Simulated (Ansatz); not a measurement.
Scan of [OH···H···Br], doublet

Starting geometry:

```xyz
4

O    -0.8813   -0.2316    0.0000
H    -1.1306    0.6949    0.0000
H     0.0782   -0.2316    0.0000
Br    1.9337   -0.2316    0.0000
```

From there H3 is moved from one fragment to the other while all else, the fragments' distance too, stays fixed; atoms are numbered as listed. Energies are in eV, counted from the starting geometry at the same level. Kohn–Sham curves are unrestricted where that lies lower.

Basis cc-pVDZ; Ansatz 0.2.0. Correlated methods freeze the noble-gas cores and the filled d shells of p-block atoms. Prefix R: restricted or restricted open-shell reference; prefix U: unrestricted. No spin–orbit coupling is included, and no scalar relativity.

A value is left out where its run failed or describes another state than the reference as far as symmetry and spin tell, or, spin-broken singlets apart, can't be checked.

In so small a basis the reference is far from its limit while semilocal and hybrid functionals are nearer theirs (RPA and double hybrids share much of the reference's basis error), so the functionals' errors here hold much of the reference's basis and frozen-core error, which can add to them or hide them.

Full CI isn't at hand for all of this; UCCSDT(Q) serves as the reference, and is uncertain by about the last step of the cluster series.

```tsv
distance O1-H3 (Å)	UCCSDT(Q)	PBE0	B3LYP	r2SCAN0	wB97X-V	wB97M-V	B2PLYP
0.892	0.125	0.177	–	0.152	0.156	0.146	0.151
0.960	0.000	0.000	0.000	0.000	0.000	0.000	0.000
1.006	0.053	0.010	0.004	0.025	0.029	0.036	0.030
1.053	0.174	0.084	0.072	0.112	0.124	0.138	0.125
1.099	0.323	0.188	0.173	0.225	0.250	0.272	0.251
1.146	0.480	0.305	0.289	0.345	0.385	0.415	0.391
1.192	0.615	0.414	0.400	0.450	0.506	0.544	0.518
1.239	0.720	0.511	0.502	0.537	0.607	0.653	0.627
1.285	0.791	0.593	0.590	0.601	0.684	0.736	0.709
```
